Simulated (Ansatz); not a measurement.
# Scan of H2Al–Al, triplet

Starting geometry (PBE0/def2-TZVP stationary point for this spin, not checked as a minimum):

```xyz
4

Al    0.0000    0.0000   -1.2010
Al    0.0000    0.0000    1.3441
H     0.0000    1.4184   -1.9165
H     0.0000   -1.4184   -1.9165
```

From there all distances are scaled together; atoms are numbered as listed. Energies are in kcal/mol, counted from the starting geometry at the same level.

Basis 6-31G; Ansatz 0.2.0. Only valence electrons are correlated (noble-gas cores frozen). R marks a restricted (for open shells ROHF) determinant, U an unrestricted one. Active spaces: valence = (8e, 10o) chosen from the atoms' valence shells.

Unrestricted rows (U) aren't spin-pure: their determinants' ⟨S²⟩ exceeds S(S+1) by up to 0.94, so they mix in states of higher spin. Coupled cluster chose its determinant by a search with trial CCSD, here up to 1.02 eV above the lowest Hartree–Fock solution of its kind. For open shells CISD and CISDTQ are restricted-active-space CI with the open shells as a complete middle space. Runs in a small pair space aren't shown, since their orbitals change along the scan. A value is left out where its run failed or describes another state than the reference as far as symmetry and spin tell, or, spin-broken singlets apart, can't be checked. The reference follows the lowest state, whose symmetry changes from B1 to A1 between 1.503 and 1.781.

Full CI is exact within this basis and frozen core; it isn't the basis-set limit. The frozen core follows each run's orbitals, which can shift R against U totals by a few meV.

| scale of all distances | full CI | unpaired electrons (full CI) | error UHF | error CISDTQ | error RCCSDT(Q) | error UCCSDT(Q) | error CASSCF (valence space) | error NEVPT2 (valence space) |
| --- | --- | --- | --- | --- | --- | --- | --- | --- |
| 0.871 | 37.3 | 2.04 | -3.4 | 0.0 | 0.0 | 0.0 | 0.6 | 0.3 |
| 1.000 | 0.0 | 2.05 | 0.0 | 0.0 | 0.0 | 0.0 | 0.0 | 0.0 |
| 1.118 | 6.1 | 2.08 | 5.3 | 0.1 | 0.0 | 0.0 | -0.5 | -0.2 |
| 1.293 | 36.7 | 2.16 | 11.7 | 0.3 | 0.0 | 0.1 | -0.7 | -0.2 |
| 1.503 | 69.2 | 2.29 | 9.7 | 2.1 | 0.1 | 0.1 | -1.3 | 0.0 |
| 1.781 | 91.9 | 2.45 | 3.2 | 0.6 | 0.0* | 0.0 | -2.0 | -0.1 |
| 1.994 | 102.9 | 2.72 | -2.0 | 0.6 | 0.0* | 0.0 | -2.6 | 0.0 |
| 2.437 | 116.0 | 3.49 | -10.3 | 0.8 | – | 0.0 | -4.5 | -0.1 |

An asterisk marks runs whose energy the program itself flagged as in doubt.

Unpaired electrons are Σ n²(2−n)² over natural occupations. Errors are those of relative energies. In total energy the starting point itself misses full CI by: UHF 51.1, CISDTQ 0.1, RCCSDT(Q) 0.0, UCCSDT(Q) 0.0, CASSCF (valence space) 12.9, NEVPT2 (valence space) 4.1 kcal/mol.

Spread of the error over the points with a reference, to 2.437 (largest less smallest): RCCSDT(Q) 0.1 (7 of 8 points), UCCSDT(Q) 0.1, NEVPT2 (valence space) 0.5, CISDTQ 2.2, CASSCF (valence space) 5.1, UHF 22.0 kcal/mol.

Going outwards, the relative energy of CASSCF (valence space) first misses by more than 1.0 kcal/mol at 1.503.

CASSCF lacks dynamic correlation, of which the bound molecule has more, so its curve rises 4.5 kcal/mol too little out to 2.437.
